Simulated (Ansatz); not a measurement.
# AlH₄+ (singlet): from Hartree-Fock to the top rungs at distance Al1–H5 = 1.552 Å, cc-pVDZ

An exercise on one series of results from a longer session: the logs are not shown, and one member is left open.

Program: Ansatz 0.2.0, Gaussian basis. Level of theory: cc-pVDZ, core rule «outside noble gas», up to 5 orbitals frozen. These are calculated values, not measurements.

To be run: UHF; CCSD(T) on RHF; BCCD(T) on RHF; CISD; CCSDT(Q) on RHF; CASSCF and MRCISD+Q, 2 electrons in 2 orbitals; CASSCF and NEVPT2, 2 electrons in 2 orbitals; Full CI.

47 further runs of the same task are left out: 33 for a known fault of the program, 9 that didn't finish, 5 set aside as unsound or not needed.

### The system

The geometry derives from a PBE0/def2-TZVP stationary point (not a proven minimum). One bond is set to the value named and the two fragments are kept rigid.

5 atoms, charge 1, spin multiplicity 1.

Atoms are counted from 1 here; the program's logs count them from 0.

Bond lengths: Al1–H4 1.552 Å, Al1–H5 1.552 Å, H2–H3 0.770 Å. Angles: H4–Al1–H5 164.0°.

The first run:

The input, in.yaml:

```yaml
crystal:
  periodic: [false, false, false]
  atoms:
    - {symbol: Al, position_ang: [0.000000, 0.000000, -0.118619]}
    - {symbol: H, position_ang: [0.000000, -0.384792, 1.922431]}
    - {symbol: H, position_ang: [0.000000, 0.384794, 1.922430]}
    - {symbol: H, position_ang: [0.000000, 1.536935, -0.334772]}
    - {symbol: H, position_ang: [0.000000, -1.536935, -0.334770]}
basis:
  gaussian: {orbitals: cc-pVDZ}
total_charge: 1
magnetization: {spin_polarized: true, initial_magnetization: 0}
hamiltonian: {xc: hf}
output: {orbitals: {seedname: orbitals}}
```

The run is started by

```console
> ansatz run in.yaml --threads 1 --pin off --events-out ev --progress --plain --max-ram 2393MiB
```

Steps of the session up to this table: UHF; CCSD(T) on RHF; BCCD(T) on RHF; CISD; CCSDT(Q) on RHF; CASSCF and MRCISD+Q, 2 electrons in 2 orbitals; CASSCF and NEVPT2, 2 electrons in 2 orbitals; Full CI.

One table of the session follows, with a row left open; its other results are not shown here.

| method | from FCI (meV) |
| --- | --- |
| RHF | +2892.5 |
| RMP2 | +724.1 |
| CISD | +135.4 |
| RCCSD | +33.3 |
| RCCSD(T) | +9.1 |
| BCCD(T) | +8.9 |
| RCCSDT | ? |
| RCCSDT(Q) | +0.2 |
| CASSCF pair | +2413.0 |
| NEVPT2 pair | +688.9 |
| FCI | 0 |

**Question.** Estimate the row for RCCSDT.

**Answer.** from FCI (meV): +0.9. In the column «from FCI (meV)» it lies between RCCSDT(Q) (+0.2) and BCCD(T) (+8.9).

Not comparable, so not listed: CASSCF and MRCISD+Q, 2 electrons in 2 orbitals (they don't share determinant, frozen orbitals or solution with the rows shown, or repeat one).

Caveats from the session: Warnings in the runs' records: passed over end.
